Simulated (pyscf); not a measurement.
# Four-centre exchange: H₃Ge–SeH + HCl → Cl–GeH₂–SeH + H₂

Gas phase, singlet surface, charge 0. Bonds broken: Ge2–H4, Cl7–H8. Bonds formed: Ge2–Cl7, H4–H8. PySCF, gas phase, ωB97X-D3(BJ)/def2-SVP geometries.

Transition state (Å):

```xyz
8

Se     0.6639     1.8675    -0.0149
Ge     0.0564    -0.4132    -0.0608
H      1.0758     1.8312     1.3923
H     -1.3814     0.0795     0.9336
H     -0.1447    -0.6221    -1.5520
H      1.0401    -1.1341     0.8426
Cl    -1.5082    -2.4337     0.2461
H     -1.6195    -0.7728     0.8233
```

One imaginary mode, 940i cm⁻¹; descent along it reached the two sides named.

| bond | change | reactant side (Å) | saddle | product side |
|---|---|---|---|---|
| Ge2–H4 | breaks | 1.536 | 1.816 | 4.0 |
| Cl7–H8 | breaks | 1.284 | 1.762 | 3.7 |
| Ge2–Cl7 | forms | 3.5 | 2.574 | 2.162 |
| H4–H8 | forms | 2.8 | 0.892 | 0.761 |

Electronic energies relative to the separated reactants (eV):

```json
[
 {"level": "ωB97X-D3(BJ)/def2-TZVP", "barrier": "1.56", "reaction energy": "-0.69", "reverse barrier": "2.25"},
 {"level": "PBE/def2-TZVP", "barrier": "1.30", "reaction energy": "-0.58", "reverse barrier": "1.88"},
 {"level": "r²SCAN/def2-TZVP", "barrier": "1.38", "reaction energy": "-0.64", "reverse barrier": "2.02"},
 {"level": "B3LYP-D3(BJ)/def2-TZVP", "barrier": "1.48", "reaction energy": "-0.62", "reverse barrier": "2.11"},
 {"level": "PBE0-D3(BJ)/def2-TZVP", "barrier": "1.41", "reaction energy": "-0.60", "reverse barrier": "2.01"},
 {"level": "M06-2X/def2-TZVP", "barrier": "1.44", "reaction energy": "-0.75", "reverse barrier": "2.20"},
 {"level": "ωB97M-D3(BJ)/def2-TZVP", "barrier": "1.63", "reaction energy": "-0.56", "reverse barrier": "2.19"},
 {"level": "HF/def2-TZVP", "barrier": "2.26", "reaction energy": "-0.50", "reverse barrier": "2.75"}
]
```

With ωB97M-D3(BJ)/def2-TZVP energies and thermal terms (ideal gas, 1 atm, RRHO with modes under 100 cm⁻¹ raised to 100, one conformer, R ln 2 for rigid chiral ones), in eV:

| T (K) | ΔH‡ | ΔG‡ | ΔH | ΔG |
|---|---|---|---|---|
| 298 | 1.61 | 2.04 | -0.61 | -0.53 |
| 600 | 1.61 | 2.49 | -0.57 | -0.47 |
| 900 | 1.62 | 2.92 | -0.55 | -0.43 |
| 1200 | 1.64 | 3.35 | -0.54 | -0.39 |

One saddle was located; it need not be the lowest between these sides. Elements up to Kr have no core potential and no relativistic terms here.
